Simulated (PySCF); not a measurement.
Simulated Si 2p region for (H3Si)2O (H6OSi2), binding energy against the vacuum level.

Every computed line was given a Gaussian of 0.8 eV full width at half maximum and an area set by the number of equivalent atoms (split 2:1 within a doublet); the highest printed point is 100. Method: PySCF, delta-SCF UKS SCAN, pcX-2 on the ionised atom, pcseg-1 elsewhere, spin-free X2C.

| binding energy (eV) | intensity |
| --- | --- |
| 106.5 | 0 |
| 106.6 | 1 |
| 106.7 | 1 |
| 106.8 | 3 |
| 106.9 | 6 |
| 107.0 | 12 |
| 107.1 | 21 |
| 107.2 | 33 |
| 107.3 | 48 |
| 107.4 | 65 |
| 107.5 | 81 |
| 107.6 | 93 |
| 107.7 | 99 |
| 107.8 | 100 |
| 107.9 | 96 |
| 108.0 | 88 |
| 108.1 | 80 |
| 108.2 | 71 |
| 108.3 | 63 |
| 108.4 | 53 |
| 108.5 | 44 |
| 108.6 | 34 |
| 108.7 | 24 |
| 108.8 | 16 |
| 108.9 | 10 |
| 109.0 | 6 |
| 109.1 | 3 |
| 109.2 | 1 |
| 109.3 | 1 |
| 109.4 | 0 |
| 109.5 | 0 |

Problem. Count the maxima, the lines and the sites behind this envelope.

Solution. The curve has 1 maximum (at 107.8 eV). Under it lie 2 lines from 1 inequivalent silicon site, drawn as a 2p3/2, 2p1/2 pair. At this width some lines have no maximum of their own.

Problem. Decompose the envelope and assign each component. Bonds: Si1–O5, O5–Si6. Hydrogens: H2, H3, H4 on Si1; H7, H8, H9 on Si6.

Solution. 
```json
{"position (eV)": "107.68", "relative area": "1.33", "line": "Si 2p3/2", "atoms": "Si1/Si6", "environment": "silicon bonded to O and 3 H"}
{"position (eV)": "108.31", "relative area": "0.67", "line": "Si 2p1/2", "atoms": "Si1/Si6", "environment": "silicon bonded to O and 3 H"}
```

Problem. What are the centre and the root-mean-square width of the whole band?

Solution. The area-weighted mean of the lines is 107.89 eV. Their own spread about it is 0.29 eV (rms) and each Gaussian has σ = 0.8/2.355 = 0.34 eV; the variances add, which gives 0.45 eV.

No satellites, vibrations or lifetime broadening are included. Atoms equivalent by their bonding share one computed value, that of the first of them. The 2p values aren't plain energy differences: one relaxed spin-free 2p hole is combined with a matrix within the shell (ground-state 2p orbital-energy differences and spin–orbit coupling). 2p3/2, the mean of its two sublevels, lies a third of the splitting below the shell's mean and 2p1/2 two thirds above it; the statistical areas are 2:1. 2p1/2 minus 2p3/2 (ligand field included): Si 0.63 eV. Geometry: PBE0-D3(BJ)/def2-SVP; no solvent, vibrations or thermal averaging.
